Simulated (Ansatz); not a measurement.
Task: a short molecular-dynamics run of C3H2N, SMILES C=[C]C#N, with Ansatz's Python interface. Give the script and its output. Use: Hartree-Fock, 6-31G basis, multiplicity 2.

```xyz
6

C    -1.0070   -0.0154    0.0124
C     0.0980   -0.7062    0.2627
C     1.3982   -0.1337    0.0406
N     2.4448    0.3267   -0.1380
H    -0.9618    0.9988   -0.3661
H    -1.9722   -0.4702    0.1884
```

`md_c3h2n.py`
```python
import ansatz
import numpy as np

GEOMETRY = '''
C    -1.00700   -0.01540    0.01240
C     0.09800   -0.70620    0.26270
C     1.39820   -0.13370    0.04060
N     2.44480    0.32670   -0.13800
H    -0.96180    0.99880   -0.36610
H    -1.97220   -0.47020    0.18840
'''

geometry = ansatz.Crystal.molecule()
for line in GEOMETRY.strip().splitlines():
    symbol, *xyz = line.split()
    geometry = geometry.atom(symbol, [float(v) for v in xyz])

calc = geometry.calculation()
calc = calc.basis(gaussian='6-31G')
calc = calc.functional('HF')
calc = calc.spin('collinear', total=1).scf(lower_state_search='light')
calc = calc.md('nvt_langevin', timestep=0.5, steps=40, temperature=500, initial_velocities='maxwell_boltzmann', seed=45, friction=0.05)
frames = []
calc.session().plan().execute(on_event=lambda e: frames.append(e['data']) if e['event'] == 'md_step' else None)
print('t (fs)   E_pot (eV)      E_kin (eV)   T (K)   d(0-1) (A)')
for f in frames[::2]:
    xyz = np.array(f['positions_ang'])
    print(f'{f["time_fs"]:6.2f} {f["lagrangian_ev"]:14.5f} {f["e_kin_ev"]:10.5f} {f["temperature_k"]:8.1f} {np.linalg.norm(xyz[0] - xyz[1]):9.4f}')
print('mean temperature', round(float(np.mean([f['temperature_k'] for f in frames])), 1), 'K')
```

Output of `python md_c3h2n.py`:
```text
t (fs)   E_pot (eV)      E_kin (eV)   T (K)   d(0-1) (A)
  0.00    -4600.27675    0.32315    416.7    1.3270
  1.00    -4600.21154    0.26316    339.3    1.3174
  2.00    -4600.17134    0.28415    366.4    1.3126
  3.00    -4600.19458    0.36700    473.2    1.3122
  4.00    -4600.26086    0.54983    708.9    1.3185
  5.00    -4600.29670    0.50789    654.9    1.3272
  6.00    -4600.32617    0.54104    697.6    1.3368
  7.00    -4600.37822    0.54385    701.2    1.3491
  8.00    -4600.41582    0.60511    780.2    1.3624
  9.00    -4600.36802    0.56357    726.7    1.3763
 10.00    -4600.25042    0.48707    628.0    1.3888
 11.00    -4600.16741    0.39667    511.5    1.3964
 12.00    -4600.17165    0.40037    516.2    1.4012
 13.00    -4600.22277    0.31743    409.3    1.4057
 14.00    -4600.25667    0.37792    487.3    1.4078
 15.00    -4600.28817    0.39110    504.3    1.4061
 16.00    -4600.32103    0.38370    494.7    1.4005
 17.00    -4600.38351    0.42703    550.6    1.3929
 18.00    -4600.44487    0.46291    596.9    1.3857
 19.00    -4600.45911    0.44027    567.7    1.3790
 20.00    -4600.39787    0.33018    425.7    1.3736
mean temperature 556.3 K
```

The settings weren't tested for convergence. The trajectory is only some femtoseconds long, so its temperature is not equilibrated; where the script doesn't relax first, it starts from a rough generated geometry. The species is open-shell (spin multiplicity 2). The expectation value of S² is noticeably off S(S+1) in at least one run, so that state is spin-contaminated. The printed temperature counts all 3N degrees of freedom under Langevin dynamics, so the first row lies under the target. The whole script took 24 s on 1 thread of Intel(R) Xeon(R) Platinum 8375C CPU @ 2.90GHz (Ice Lake) (shared host), peak memory 0.17 GiB.

(Lines on the test bed's own set-up are left out of the output.)
